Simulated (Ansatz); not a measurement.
Ansatz (a first-principles code) input (B3LYP/6-31G*):

Ansatz 0.2 input:
```yaml
crystal:
  periodic: [false, false, false]
  atoms:
    - {symbol: O, position_ang: [-0.00000000, -0.00000000, -0.60212663]}
    - {symbol: O, position_ang: [0.00000000, 0.00000000, 0.60212663]}
basis:
  gaussian:
    orbitals: 6-31G*
hamiltonian:
  xc: {name: B3LYP}
total_charge: 1
magnetization: {spin_polarized: true, initial_magnetization: 1}
```

Output:

```
Functional definition: B3LYP
integrals: 0.00 GiB planned
254 factors; integrals over basis functions are off by at most 9.6e-4 eV
mean field: 0.07 GiB planned
mean field evaluation 1: about -4076.5431 eV, gradient 1.6e1 eV
mean field evaluation 2: about -4077.1992 eV, gradient 9.3e0 eV
mean field evaluation 4: about -4077.4951 eV, gradient 3.7e-1 eV
mean field evaluation 8: about -4077.4957 eV, gradient 5.4e-3 eV
mean field evaluation 16: about -4075.7229 eV, gradient 7.2e0 eV
mean field -4077.49565054 eV, -149.8452013315 hartree, gradient 2.1e-5 eV, S^2 0.752517; 1 other end points of the search recorded, 0 dependent functions left out
reference -4077.49574930 eV, -149.8452049608 hartree; 8, 7 occupied and 22, 23 virtual orbitals, 254 factors
Total energy: -4077.49574930 eV, -149.8452049608 hartree
```

The dipole moment of an ion depends on the origin.
